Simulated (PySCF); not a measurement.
formamide cation (CH3NO), SMILES C(=O)N (connectivity only; charge and spin as stated), charge +1, multiplicity 2. Atoms are numbered in the order given.

```xyz
6

N      0.1553    -1.0687     0.0000
C     -0.3785     0.1100     0.0000
O      0.2415     1.2095     0.0000
H      1.1626    -1.2018     0.0000
H     -0.4360    -1.8921     0.0000
H     -1.4745     0.2389     0.0000
```
Charge +1, spin multiplicity 2.

Coordinates come from a B3LYP-D3(BJ)/def2-TZVP optimisation. The spin state was assumed, not searched. The values are those of a single conformer.

These are PBE/pcH-1 (PySCF) values and carry that method's errors.

Unrestricted Kohn–Sham, ⟨S²⟩ = 0.753. Hyperfine tensors hold the contact and dipolar terms, without spin-orbit corrections.

Computed hyperfine couplings:
| nucleus | A(iso) (MHz) | A(iso) (G) | dipolar principal values (MHz) |
|---|---|---|---|
| 14N no. 1 | 25.6 | 9.1 | -4.4, -1.8, 6.3 |
| 13C no. 2 | -38.9 | -13.9 | -12.7, 1.9, 10.8 |
| 17O no. 3 | -29.2 | -10.4 | -271.8, 129.3, 142.5 |
| 1H no. 4 | 5.3 | 1.9 | -6.6, -2.3, 8.9 |
| 1H no. 5 | 2.6 | 0.9 | -4.8, -1.6, 6.4 |
| 1H no. 6 | 255.0 | 91.0 | -11.1, -4.0, 15.1 |

Q: And the g tensor (effective nuclear charges for spin-orbit coupling, GIAO)? (Estimate from the structure and the level; the computed values follow.)

A: principal values 2.0023, 2.0081, 2.0187; isotropic 2.0097.
